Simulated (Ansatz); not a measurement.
Geometry optimisation, Ansatz, UKS B3LYP-D4/def2-SVP.

Input file:

```yaml
crystal:
  periodic: [false, false, false]
  atoms:
    - { symbol: Al, position_ang: [0.0, 0.0, 0.0] }
    - { symbol: F, position_ang: [0.0, 0.0, 1.94] }
    - { symbol: H, position_ang: [1.351, 0.0, -0.78] }
    - { symbol: H, position_ang: [-1.351, 0.0, -0.78] }
    - { symbol: O, position_ang: [0.0, 0.0, 3.47] }
    - { symbol: H, position_ang: [-0.5144, -0.8011, 3.8071] }
magnetization:
  spin_polarized: true
  initial_magnetization: 1
basis:
  gaussian: { orbitals: def2-SVP }
hamiltonian:
  xc: b3lyp
  dispersion: d4
relax:
  f_tol: 0.15
  max_steps: 25
  restrain:
    - { distance: [1, 4], at: 1.23, k: 30.0 }
    - { distance: [0, 1], at: 2.89, k: 30.0 }
output:
  orbitals: {}
```

Run as:

```bash
$ ansatz run input.yaml --threads 1 --pin off --max-ram 2048MiB --backend cpu --events-out ev --progress --plain --runs-dir out
```

Task: Where does it end, and by what steps?

Result: The forces met the threshold. The restraints hold the end off the free minimum; the threshold counts their pulls, which the force column leaves out. Restrained pairs: F2–O5 (1.53 → 1.34 Å), Al1–F2 (1.94 → 2.88 Å). After 23 steps the energy has risen by 1.259 eV (the restraints' own energy left out); F2 moved furthest, 1.15 Å. The start is strongly strained (largest force component 11 eV/Å), so its close contacts needn't be bonds.

```csv
step,energy less start (eV),largest force component (eV/Å),accepted
0,0.0000,11.379,yes
1,0.9902,7.427,yes
2,1.9511,4.761,yes
3,1.7139,4.601,yes
4,1.3780,2.762,yes
5,1.3473,2.184,no
6,1.3696,2.925,yes
7,1.3600,3.062,yes
8,1.3541,3.188,yes
9,1.3555,3.365,yes
10,1.2513,2.157,no
11,1.3310,3.134,yes
12,1.2949,2.732,yes
13,1.2947,2.677,yes
14,1.2943,2.701,yes
15,1.2376,2.487,no
16,1.2769,2.431,yes
17,1.2693,2.444,yes
18,1.2737,2.667,no
19,1.2675,2.561,yes
20,1.2640,2.627,yes
21,1.2489,2.587,yes
22,1.2504,2.658,yes
23,1.2590,2.951,yes
```

```xyz
6
Properties=species:S:1:pos:R:3
Al 0.018 -0.451 -0.493
F 0.198 -1.073 2.316
H 1.327 0.475 -0.456
H -1.404 0.223 -0.172
O 0.069 0.098 2.958
H -0.723 -0.073 3.506
```

Run time: 63 s on 1 thread of Arm Neoverse V1 (shared host), peak memory 0.15 GiB.
